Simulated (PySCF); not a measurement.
# Dipole moment and polarisability of sulfanylsilane

Compound: sulfanylsilane, H₄SSi.
Geometry (GFN2-xTB, Å), atoms numbered from 1 in this order:
```xyz
6
H4SSi angstrom
Si    -0.5801   -0.0095    0.0122
S      1.3945    0.8045   -0.2058
H     -0.6846   -0.5612    1.3569
H     -1.4397    1.1391   -0.2050
H     -0.7429   -1.0497   -0.9953
H      2.0558   -0.3213    0.0154
```

Level: PBE0/def2-SVPD (PySCF), static field, nuclei fixed, core orbitals frozen in the response. The polarisability tensor in these axes (au):

```
x   57.65  4.39 -1.22
y    4.39 46.50 -0.35
z   -1.22 -0.35 45.41
```

Question: Diagonalise the tensor; give its mean and Δα, where Δα² is half the sum of the squared differences of the eigenvalues.

Answer: Principal values 44.97, 45.31 and 59.29 au; mean 49.86 au = 7.39 Å³ = 8.22 × 10⁻⁴⁰ C²·m²/J; Δα = 14.15 au (28 % of the mean).

Question: What is the dipole moment, and where does it point?

Answer: (-0.77, -1.09, 0.25) D, 1.36 D in size, pointing from the negative to the positive side. Measured along this direction, the outermost atoms are S2 at the negative end and H3 and H5 at the positive end.

Question: What depolarisation ratio follows for Rayleigh scattering of linearly polarised light, taking the static tensor?

Answer: ρ = 3Δα²/(45ᾱ² + 4Δα²) = 600.6/(111853 + 800.8) = 0.00533.

Question: What are the principal values of the traceless quadrupole moment, Θ = ½Σq(3rr − r²1), about the centre of nuclear charge?

Answer: -2.89, -1.50, 4.40 D·Å. The values depend on the origin, since the dipole doesn't vanish. The electronic extent ⟨r²⟩ about the same centre is 243 bohr², a root-mean-square distance of 1.42 Å for the 34 electrons.

Question: Orientational against electronic polarisability at 298 K (dilute gas, rigid molecules)?

Answer: In Gaussian units μ²/3kT = 15.01 Å³ against 7.39 Å³, a ratio of 2.03; the Debye molar polarisation (4π/3)N_A(α + μ²/3kT) is 56.5 cm³/mol, leaving out the vibrational part.

Question: Estimate the molar refractivity from the static electronic polarisability.

Answer: Lorentz–Lorenz: R = (4π/3)N_A α = 2.5225 cm³/(mol·Å³) × 7.39 Å³ = 18.6 cm³/mol, in the limit of long wavelengths.

Geometry: GFN2-xTB; no solvent, vibrations or thermal averaging.

The run behind these numbers computed excited states as well. Hardware: x86-64 server, one thread, on a shared host. Cost: 1.7 s.
